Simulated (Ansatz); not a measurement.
# SiH₂ (triplet): one geometry, many settings, part 2 of 2

Ansatz 0.2.0, Gaussian basis; the settings change from run to run. The steps go on from the part before.

### 7 HF/6-31G*

in.yaml reads:

```yaml
crystal:
  periodic: [false, false, false]
  atoms:
    - {symbol: Si, position_ang: [0.000000, -0.050740, 0.000000]}
    - {symbol: H, position_ang: [0.000000, 0.706913, -1.278374]}
    - {symbol: H, position_ang: [0.000000, 0.706912, 1.278374]}
basis:
  gaussian: {orbitals: "6-31G*"}
magnetization: {spin_polarized: false, initial_magnetization: 2}
hamiltonian: {xc: hf}
output: {forces: true, orbitals: {seedname: orbitals}}
```

The run is started by

```console
> ansatz run in.yaml --threads 1 --pin off --events-out ev --progress --plain --max-ram 2393MiB
```

The log of the run:

```text
Functional definition: HF
  name "HF"
  cite "Fock, Z. Phys. 61, 126 (1930) doi:10.1007/BF01340294"
  parent pbe
  exchange = exact_x
  correlation = 0
229 factors; integrals over basis functions are off by at most 8.3e-4 eV
mean field evaluation 1: about -7890.4126 eV, gradient 7.5e0 eV
mean field evaluation 2: about -7890.4150 eV, gradient 7.5e0 eV
mean field evaluation 4: about -7891.0487 eV, gradient 4.9e-1 eV
mean field evaluation 8: about -7891.0520 eV, gradient 2.9e-4 eV
mean field -7891.05199045 eV, -289.9908119021 hartree, gradient 2.0e-5 eV, S^2 2.000000; 0 other end points of the search recorded, 0 dependent functions left out
the calculation of the forces begins
reference -7891.05199045 eV, -289.9908119021 hartree; 9, 7 occupied and 14, 16 virtual orbitals, 229 factors
Total energy: -7891.05199045 eV, -289.9908119021 hartree
Atom 0 at     0.000000    -0.050740     0.000000 Å, force     0.000000     0.205153     0.000000 eV/Å
Atom 1 at     0.000000     0.706913    -1.278374 Å, force     0.000000    -0.102576     0.258274 eV/Å
Atom 2 at     0.000000     0.706912     1.278374 Å, force     0.000000    -0.102576    -0.258274 eV/Å
Dipole moment:     0.000000    -0.064398    -0.000000 e Å
```

It took 0.12 s on 1 thread of Arm Neoverse V2, shared host.

### 8 CCSDT on ROHF/cc-pVDZ

Edit in.yaml of step 7 so:

```diff
@@ -7,5 +7,5 @@
 basis:
-  gaussian: {orbitals: "6-31G*"}
+  gaussian: {orbitals: cc-pVDZ}
 magnetization: {spin_polarized: false, initial_magnetization: 2}
-hamiltonian: {xc: hf}
-output: {forces: true, orbitals: {seedname: orbitals}}
+correlation: {method: ccsdt, electrons: outside_noble_gas}
+scf: {lower_state_search: off}
```

Launched as before.

The log of the run:

```text
Functional definition: HF
  name "HF"
  cite "Fock, Z. Phys. 61, 126 (1930) doi:10.1007/BF01340294"
  parent pbe
  exchange = exact_x
  correlation = 0
these checks for a lower state are left out or cut short: stability, starts, cluster_reference, orbital_swaps, neighbouring_geometries, increment
507 factors; integrals over basis functions are off by at most 1.7e-7 eV
mean field evaluation 1: about -7890.8958 eV, gradient 7.5e0 eV
mean field evaluation 2: about -7890.8970 eV, gradient 7.5e0 eV
mean field evaluation 4: about -7891.5625 eV, gradient 5.5e-1 eV
mean field evaluation 8: about -7891.5673 eV, gradient 3.9e-4 eV
mean field -7891.56730600 eV, -290.0097493989 hartree, gradient 1.1e-6 eV, S^2 2.000000; 0 other end points of the search recorded, 0 dependent functions left out
5 core orbitals not correlated: weight in the atoms' cores, before any rotation towards them, 1.000 or more for the frozen orbitals, at most 0.000 for the correlated occupied ones
reference -7891.56730600 eV, -290.0097493989 hartree; 4, 2 occupied and 19, 21 virtual orbitals, 507 factors
second order -1.98454394 eV of doubles, -0.03077884 eV of singles
cycle   1  -2.44332351 eV  change   -4.3e-1 eV  update   5.4e-2
cycle   2  -2.66281743 eV  change   -2.2e-1 eV  update   2.4e-2
cycle   3  -2.68126378 eV  change   -1.8e-2 eV  update   7.9e-3
cycle   4  -2.68435157 eV  change   -3.1e-3 eV  update   2.9e-3
cycle   5  -2.68290872 eV  change    1.4e-3 eV  update   1.1e-3
cycle   6  -2.68306767 eV  change   -1.6e-4 eV  update   3.3e-4
cycle   7  -2.68335369 eV  change   -2.9e-4 eV  update   1.1e-4
cycle   8  -2.68333832 eV  change    1.5e-5 eV  update   3.1e-5
cycle   9  -2.68331775 eV  change    2.1e-5 eV  update   1.1e-5
cycle  10  -2.68332005 eV  change   -2.3e-6 eV  update   4.2e-6
cycle  11  -2.68332027 eV  change   -2.2e-7 eV  update   1.5e-6
cycle  12  -2.68332037 eV  change   -1.0e-7 eV  update   5.1e-7
Total energy: -7894.25062637 eV, -290.1083596038 hartree
Checks for a lower state left out: stability, starts, cluster_reference, orbital_swaps, neighbouring_geometries, increment
```

Wall time 0.81 s (1 thread of Arm Neoverse V2, shared host).

From the report: correlation -2.6833 eV; T1 0.020; largest double amplitude 0.05.

### 9 CCSDT(Q)/B on ROHF/cc-pVDZ

Edit in.yaml of step 8 so:

```diff
@@ -9,3 +9,2 @@
 magnetization: {spin_polarized: false, initial_magnetization: 2}
-correlation: {method: ccsdt, electrons: outside_noble_gas}
-scf: {lower_state_search: off}
+correlation: {method: ccsdt_q_b, electrons: valence}
```

The command is unchanged.

The log of the run:

```text
Functional definition: HF
  name "HF"
  cite "Fock, Z. Phys. 61, 126 (1930) doi:10.1007/BF01340294"
  parent pbe
  exchange = exact_x
  correlation = 0
507 factors; integrals over basis functions are off by at most 1.7e-7 eV
mean field evaluation 1: about -7890.8958 eV, gradient 7.5e0 eV
mean field evaluation 2: about -7890.8970 eV, gradient 7.5e0 eV
mean field evaluation 4: about -7891.5625 eV, gradient 5.5e-1 eV
mean field evaluation 8: about -7891.5673 eV, gradient 3.9e-4 eV
mean field evaluation 16: about -7891.5673 eV, gradient 1.1e-6 eV
mean field -7891.56730600 eV, -290.0097493989 hartree, gradient 1.1e-6 eV, S^2 2.000000; 0 other end points of the search recorded, 0 dependent functions left out
5 core orbitals not correlated: weight in the atoms' cores, before any rotation towards them, 1.000 or more for the frozen orbitals, at most 0.000 for the correlated occupied ones
reference -7891.56730600 eV, -290.0097493989 hartree; 4, 2 occupied and 19, 21 virtual orbitals, 507 factors
second order -1.98454394 eV of doubles, -0.03077884 eV of singles
cycle   1  -2.44332351 eV  change   -4.3e-1 eV  update   5.4e-2
cycle   2  -2.66281743 eV  change   -2.2e-1 eV  update   2.4e-2
cycle   3  -2.68126378 eV  change   -1.8e-2 eV  update   7.9e-3
cycle   4  -2.68435157 eV  change   -3.1e-3 eV  update   2.9e-3
cycle   5  -2.68290872 eV  change    1.4e-3 eV  update   1.1e-3
cycle   6  -2.68306767 eV  change   -1.6e-4 eV  update   3.3e-4
cycle   7  -2.68335369 eV  change   -2.9e-4 eV  update   1.1e-4
cycle   8  -2.68333832 eV  change    1.5e-5 eV  update   3.1e-5
cycle   9  -2.68331775 eV  change    2.1e-5 eV  update   1.1e-5
cycle  10  -2.68332005 eV  change   -2.3e-6 eV  update   4.2e-6
cycle  11  -2.68332027 eV  change   -2.2e-7 eV  update   1.5e-6
cycle  12  -2.68332037 eV  change   -1.0e-7 eV  update   5.1e-7
perturbative correction -0.00093035 eV, -0.0000341898 hartree
Total energy: -7894.25155672 eV, -290.1083937936 hartree
```

Run time: 2.2 s. Hardware: 1 thread of Arm Neoverse V2, shared host.

From the report: correlation -2.6843 eV; T1 0.020; largest double amplitude 0.05.

### 10 MRCISD+Q(6,5)/cc-pVDZ

Edit in.yaml of step 9 so:

```diff
@@ -9,2 +9,3 @@
 magnetization: {spin_polarized: false, initial_magnetization: 2}
-correlation: {method: ccsdt_q_b, electrons: valence}
+correlation: {method: fic_mrcisd_q, electrons: outside_noble_gas, active_space: {window: {electrons: 6, orbitals: 5}}}
+scf: {lower_state_search: off}
```

Launched as before.

The log of the run:

```text
Functional definition: HF
  name "HF"
  cite "Fock, Z. Phys. 61, 126 (1930) doi:10.1007/BF01340294"
  parent pbe
  exchange = exact_x
  correlation = 0
these checks for a lower state are left out or cut short: stability, starts, cluster_reference, orbital_swaps, neighbouring_geometries, increment
271 factors; integrals over basis functions are off by at most 1.2e-3 eV
mean field evaluation 1: about -7890.8958 eV, gradient 7.5e0 eV
mean field evaluation 2: about -7890.8970 eV, gradient 7.5e0 eV
mean field evaluation 4: about -7891.5625 eV, gradient 5.5e-1 eV
mean field evaluation 8: about -7891.5673 eV, gradient 3.9e-4 eV
mean field -7891.56728094 eV, -290.0097484781 hartree, gradient 1.0e-6 eV, S^2 2.000000; 0 other end points of the search recorded, 0 dependent functions left out
reference -7891.56728094 eV, -290.0097484781 hartree; 9, 7 occupied and 19, 21 virtual orbitals, 271 factors
state -7891.98249900 eV, -290.0250074603 hartree
contracted CI cycle   1: correlation 0.00000000 eV, 0.0000000000 hartree, residual 1.05e1 eV
contracted CI cycle   2: correlation -2.06720185 eV, -0.0759682666 hartree, residual 2.02e0 eV
contracted CI cycle   3: correlation -2.15146073 eV, -0.0790647235 hartree, residual 5.31e-1 eV
contracted CI cycle   4: correlation -2.15688204 eV, -0.0792639528 hartree, residual 1.52e-1 eV
contracted CI cycle   5: correlation -2.15732896 eV, -0.0792803769 hartree, residual 4.48e-2 eV
contracted CI cycle   6: correlation -2.15736511 eV, -0.0792817056 hartree, residual 1.06e-2 eV
contracted CI cycle   7: correlation -2.15736741 eV, -0.0792817900 hartree, residual 2.72e-3 eV
contracted CI cycle   8: correlation -2.15736756 eV, -0.0792817953 hartree, residual 7.46e-4 eV
state -7891.98249900 eV, -290.0250074603 hartree; corrected -7894.25006201 eV, -290.1083388638 hartree
Total energy: -7894.25006201 eV, -290.1083388638 hartree
Checks for a lower state left out: stability, starts, cluster_reference, orbital_swaps, neighbouring_geometries, increment
```

It took 0.39 s on 1 thread of Arm Neoverse V2, shared host.

From the report: 48 determinants; active occupations 2.00, 1.98, 1.00, 1.00, 0.02.

### 11 All runs side by side

Where basis and cores are those of an earlier FCI/cc-pVDZ run (-7894.2518 eV), and the state is the same kind, the miss against it is given. † marks a result that the program doubts.

```csv
level,correlated,functions,energy (eV),from FCI (meV),time
"MRCISD+Q(relaxed)(2,3)/cc-pVDZ †",outside noble gas,28,-7894.2656,-13.9,0.39 s
CCSD(T) on UHF/def2-mTZVP,all,28,-7894.5127,,1.1 s
"CASCI(4,4)/6-31++G**",,35,-7891.1603,,0.12 s
BCCD(T)/cc-pVDZ (on PBE orbitals),outside noble gas,28,-7894.1620,89.8,1.1 s
BCCD(T)/6-31G (on B3LYP orbitals),valence,17,-7891.7328,,0.75 s
HF/6-31G*,,23,-7891.0520,,0.12 s
CCSDT on ROHF/cc-pVDZ,outside noble gas,28,-7894.2506,1.2,0.81 s
CCSDT(Q)/B on ROHF/cc-pVDZ,valence,28,-7894.2516,0.2,2.2 s
"MRCISD+Q(6,5)/cc-pVDZ",outside noble gas,28,-7894.2501,1.7,0.39 s
```

### 12 What came out

What follows sums up all 2 parts.

| quantity | value |
| --- | --- |
| runs | 9 |
| quickest | CASCI(4,4)/6-31++G**, 0.12 s |
| slowest | CCSDT(Q)/B on ROHF/cc-pVDZ, 2.2 s |

Total energies in different bases, with other cores or another treatment of relativity can't be set against each other. CCSDT(Q)/B on ROHF/cc-pVDZ took 18 times as long as CASCI(4,4)/6-31++G**; the jobs differ in more than the method. Among the correlated runs with a miss given, it spans -14 to +90 meV. Cores frozen from Kohn-Sham orbitals shift the total energy.
